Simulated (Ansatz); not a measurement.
# Sulfur hexafluoride (SF₆): small, medium and large basis sets

One table from this session's results is given with a row withheld; the runs are named, their logs left out.

The runs use Ansatz 0.2.0, Gaussian basis; one geometry, several basis sets.

The runs, in order: PBE0-D4/def2-SVP; ωB97M-V/def2-SVP; PBE0-D4/def2-QZVPP; ωB97M-V/def2-QZVPP; CCSD(T)/cc-pV(D+d)Z; CCSD(T)/cc-pV(T+d)Z; MP2/cc-pV(Q+d)Z; the functionals' def2-TZVPP values are taken from earlier runs.

**The geometry**

All runs share one geometry, relaxed beforehand with PBE0-D4 in a triple-zeta def2 set.

SMILES `FS(F)(F)(F)(F)F`, 7 atoms, charge 0, spin multiplicity 1.

Atoms are counted from 1 here; the program's logs count them from 0.

Bond lengths: F1–S2 1.565 Å, S2–F3 1.565 Å, S2–F4 1.565 Å, S2–F5 1.565 Å, S2–F6 1.565 Å, S2–F7 1.565 Å. Angles: F1–S2–F3 90.0°, F1–S2–F4 90.0°, F1–S2–F5 180.0°, F1–S2–F6 90.0°, F1–S2–F7 90.0°, F3–S2–F4 180.0°, F3–S2–F5 90.0°, F3–S2–F6 90.0°, F3–S2–F7 90.0°, F4–S2–F5 90.0°, F4–S2–F6 90.0°, F4–S2–F7 90.0°, F5–S2–F6 90.0°, F5–S2–F7 90.0°, F6–S2–F7 180.0°.

Set-up of the first run:

in.yaml reads:

```yaml
crystal:
  periodic: [false, false, false]
  atoms:
    - {symbol: F, position_ang: [-0.566043, -1.308394, 0.646139]}
    - {symbol: S, position_ang: [-0.000000, 0.000004, -0.000000]}
    - {symbol: F, position_ang: [1.164639, 0.012533, 1.045590]}
    - {symbol: F, position_ang: [-1.164597, -0.012545, -1.045637]}
    - {symbol: F, position_ang: [0.565994, 1.308430, -0.646119]}
    - {symbol: F, position_ang: [-0.879255, 0.858880, 0.969041]}
    - {symbol: F, position_ang: [0.879262, -0.858899, -0.969014]}
basis:
  gaussian: {orbitals: def2-SVP}
hamiltonian: {xc: pbe0, dispersion: d4}
output: {orbitals: {seedname: orbitals}}
```

Launch:

```
$ ansatz run in.yaml --threads 2 --pin off --events-out ev --progress --plain --max-ram 32768MiB --backend cpu
```

Among the steps run: PBE0-D4 in def2-SVP; ωB97M-V in def2-SVP; PBE0-D4 in def2-QZVPP; ωB97M-V in def2-QZVPP.

One table of the session follows, with a row left open; its other results are not shown here.

It belongs to the step «Functionals by basis». 

| functional | basis | HOMO (eV) |
| --- | --- | --- |
| PBE0-D4 | def2-SVP | ? |
| PBE0-D4 | def2-TZVPP | -12.37 |
| PBE0-D4 | def2-QZVPP | -12.41 |
| ωB97M-V | def2-SVP | -14.82 |
| ωB97M-V | def2-TZVPP | -14.90 |
| ωB97M-V | def2-QZVPP | -14.95 |

Q: Estimate the row for PBE0-D4, def2-SVP from the others.

The run gave: HOMO (eV): -12.32. In the column «HOMO (eV)» it is the highest.
